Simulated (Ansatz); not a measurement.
SrHfSn₃: from a trial structure to a relaxed crystal

Method: DFT PBE, scalar-relativistic, plane waves, PAW (Ansatz). Cutoff 420 eV, Γ-centred k mesh, Gaussian smearing, no spin polarisation in the final step.

SrHfSn₃ was placed on the cubic perovskite structure type (Pm-3m, No. 221), with Hf in place of Ti, Sn in place of O, at a guessed volume.

```
Sr Hf Sn
1.0
     4.96746    0.00000    0.00000
     0.00000    4.96746    0.00000
     0.00000    0.00000    4.96746
Sr Hf Sn
1 1 3
Direct
  0.00000 0.00000 0.00000
  0.50000 0.50000 0.50000
  0.00000 0.50000 0.50000
  0.50000 0.00000 0.50000
  0.50000 0.50000 0.00000
```

Cell and atoms relax at zero pressure; the relaxation can't lower the symmetry of the start. After a coarse first stage the cell is made exact in the group found at 0.06 Å.

The zero of energy is the elements' standard structures at the same level; no fitted shifts are applied.

Question: What does it relax into?

Answer: It keeps Pm-3m (No. 221). The result still has the cubic perovskite structure. Conventional cell: a = 5.546 Å. Sr has 12 Sn at 3.92 Å; around Hf lie 6 Sn at 2.77 Å; Sn has 2 Hf at 2.77 Å.

```cif
data_structure
_symmetry_space_group_name_H-M 'Pm-3m'
_symmetry_Int_Tables_number 221
_cell_length_a 5.5462
_cell_length_b 5.5462
_cell_length_c 5.5462
_cell_angle_alpha 90.000
_cell_angle_beta 90.000
_cell_angle_gamma 90.000
_cell_volume 170.60
loop_
_atom_site_label
_atom_site_type_symbol
_atom_site_symmetry_multiplicity
_atom_site_Wyckoff_symbol
_atom_site_fract_x
_atom_site_fract_y
_atom_site_fract_z
_atom_site_occupancy
Sr1 Sr 1 a 0.00000 0.00000 0.00000 1
Hf1 Hf 1 b 0.50000 0.50000 0.50000 1
Sn1 Sn 3 c 0.00000 0.50000 0.50000 1
```

Question: What are its volume, energy, density and gap?

Answer: The volume per atom is 34.12 Å³, the density is 6.06 g/cm³ and the energy over the elements is -0.15 eV/atom. The gap on the 8×8×8 mesh is 0 eV (a metal).

The final run used a 8×8×8 mesh on its 5-atom cell and 0.10 eV smearing. For metals, differences of a few meV/atom aren't resolved. Spin–orbit coupling is left out. A structure relaxed within its symmetry needn't be a true minimum.

Cost: 3 runs of about 1.5 core-minutes in all, on Arm Neoverse V2 (shared hosts).